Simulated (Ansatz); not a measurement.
A calculation with Ansatz (development build ahead of 0.2.0).

```yaml
crystal:
  periodic: [false, false, false]
  atoms:
    - { symbol: "N", position_ang: [-0.04962, -0.00137, -0.30883] }
    - { symbol: O, position_ang: [0.01347, 1.04545, 0.14579] }
    - { symbol: O, position_ang: [-0.01216, -1.04466, 0.14245] }
basis:
  gaussian: { orbitals: cc-pVDZ }
magnetization:
  spin_polarized: true
  initial_magnetization: 1
hamiltonian:
  xc: hf
```

The input is written out in the form of the current development build from the run's settings.

Output:

```
Converged                       : yes
Total energy                    : -204.05046 hartree
Spin squared of the determinant : 0.765
```
